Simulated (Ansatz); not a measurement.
Rock-salt BaS was calculated with LC-ωPBE (Ansatz, a first-principles code, plane waves, PAW).

Numerical settings: plane-wave cutoff 460 eV, 8×8×8 k mesh, Fermi–Dirac smearing 0.01 eV, scalar-relativistic PAW data made under PBE.

Properties against volume:

```json
[
 {"V (Å³/atom)": "31.019", "P (GPa)": "2.68", "direct gap at Γ (eV)": "9.784", "smallest gap on the k mesh (eV)": "7.835"},
 {"V (Å³/atom)": "31.890", "P (GPa)": "1.16", "direct gap at Γ (eV)": "9.615", "smallest gap on the k mesh (eV)": "7.884"},
 {"V (Å³/atom)": "32.651", "P (GPa)": "-0.01", "direct gap at Γ (eV)": "9.473", "smallest gap on the k mesh (eV)": "7.921"},
 {"V (Å³/atom)": "33.468", "P (GPa)": "-1.10", "direct gap at Γ (eV)": "9.328", "smallest gap on the k mesh (eV)": "7.956"},
 {"V (Å³/atom)": "34.284", "P (GPa)": "-2.05", "direct gap at Γ (eV)": "9.189", "smallest gap on the k mesh (eV)": "7.986"}
]
```

The fundamental gap (7.92 eV at the equilibrium volume, on the SCF mesh) lies elsewhere than Γ–Γ.

Spin–orbit coupling is not included.
